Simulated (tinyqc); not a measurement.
Starting guesses with plain Roothaan steps: SCF starting guesses in the sto-6g basis, for NH3, spin multiplicity 1. Computed by the program tinyqc with PySCF. RHF with one setting changed at a time; a run stops when the energy changes by less than 1e-09 hartree and the error matrix is below 1e-5. Starts: the lowest orbitals of the core Hamiltonian, of the Wolfsberg-Helmholz matrix (K = 1.75), projected atomic densities, random orbitals, and the highest orbitals of the core Hamiltonian (a deliberately bad start).

Geometry (angstrom):
```
atom,x,y,z
N,0.0000,0.0000,0.4190
H,1.1080,0.0000,0.0000
H,-0.5540,0.9590,0.0000
H,-0.5540,-0.9590,0.0000
```

lowest restricted solution found by these runs and by PySCF = -55.929946 hartree

Largest element of the error matrix X^T (FDS - SDF) X:
```
iteration,core,Wolfsberg-Helmholz,atomic densities,random,highest core orbitals
1,6.4e-01,4.9e-01,8.1e-01,9.3e+00,2.4e-01
2,4.4e-01,1.4e-01,1.1e-01,6.6e-01,7.5e-01
3,1.7e-01,3.5e-02,2.2e-02,3.1e-01,3.6e-01
4,4.1e-02,1.2e-02,9.7e-03,1.2e-01,1.3e-01
5,1.7e-02,5.5e-03,3.2e-03,3.1e-02,3.0e-02
6,7.9e-03,2.6e-03,1.6e-03,1.2e-02,1.2e-02
8,2.0e-03,6.3e-04,4.1e-04,2.4e-03,2.3e-03
10,5.1e-04,1.6e-04,1.0e-04,6.1e-04,5.9e-04
14,3.2e-05,9.9e-06,6.6e-06,3.9e-05,3.8e-05
```

How each run ends:
```
run,iterations,E (hartree),state
core,16,-55.92995,lowest found
Wolfsberg-Helmholz,15,-55.92995,lowest found
atomic densities,14,-55.92995,lowest found
random,17,-55.92995,lowest found
highest core orbitals,17,-55.92995,lowest found
```

What does the comparison show, and why?

5 of 5 runs reach the lowest restricted solution found, in 14 to 17 iterations (fastest: atomic densities). The first errors are 6e-01, 5e-01, 8e-01, 9e+00, 2e-01; the deliberately bad start has the smallest one, so a small first error does not mark a good start.
